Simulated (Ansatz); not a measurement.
**SiO (singlet): from Hartree-Fock to the top rungs at distance Si1–O2 = 1.225 Å, 6-31G**

The task here is to estimate one member of a computed series from the others.

Program: Ansatz 0.2.0, Gaussian basis. Level of theory: 6-31G, core rule «outside noble gas», up to 6 orbitals frozen. These are calculated values, not measurements.

Plan: UHF; CCSD(T) on RHF; BCCD(T) on RHF; CISD; CCSDT(Q) on RHF; CISDTQ; CCSDTQ on RHF; CASSCF and MRCISD+Q, 2 electrons in 2 orbitals; CASSCF and NEVPT2, 2 electrons in 2 orbitals; Full CI.

24 further runs of the same task are left out: 3 for a known fault of the program, 17 that didn't finish, 4 set aside as unsound or not needed.

### The geometry

The geometry derives from a PBE0/def2-TZVP stationary point (not a proven minimum). One bond is set to the value named and the two fragments are kept rigid.

2 atoms, charge 0, spin multiplicity 1.

Atoms are counted from 1 here; the program's logs count them from 0.

Bond lengths: Si1–O2 1.225 Å.

Set-up of the first run:

The input, in.yaml:

```yaml
crystal:
  periodic: [false, false, false]
  atoms:
    - {symbol: Si, position_ang: [0.000000, 0.000000, 0.000000]}
    - {symbol: O, position_ang: [0.000000, 0.000000, 1.225000]}
basis:
  gaussian: {orbitals: 6-31G}
magnetization: {spin_polarized: true, initial_magnetization: 0}
hamiltonian: {xc: hf}
output: {orbitals: {seedname: orbitals}}
```

Command:

```sh
$ ansatz run in.yaml --threads 1 --pin off --events-out ev --progress --plain --max-ram 2393MiB
```

Steps of the session up to this table: UHF; CCSD(T) on RHF; BCCD(T) on RHF; CISD; CCSDT(Q) on RHF; CISDTQ; CCSDTQ on RHF; CASSCF and MRCISD+Q, 2 electrons in 2 orbitals; CASSCF and NEVPT2, 2 electrons in 2 orbitals; Full CI.

One table of the session follows, with a row left open; its other results are not shown here.

| method | from FCI (kcal/mol) |
| --- | --- |
| RHF | ? |
| RMP2 | +4.01 |
| CISD | +10.06 |
| RCCSD | +3.77 |
| RCCSD(T) | +0.60 |
| BCCD(T) | +0.46 |
| RCCSDT | +0.41 |
| CISDTQ | +0.55 |
| RCCSDT(Q) | -0.04 |
| RCCSDTQ | 0.00 |
| CASSCF pair | +98.39 |
| NEVPT2 pair | +3.91 |
| MRCISD pair | +8.37 |
| MRCISD+Q pair | +2.29 |
| FCI | 0 |

Q: Estimate the row for RHF from the others.

As computed: from FCI (kcal/mol): +110.16. In the column «from FCI (kcal/mol)» it is the highest.
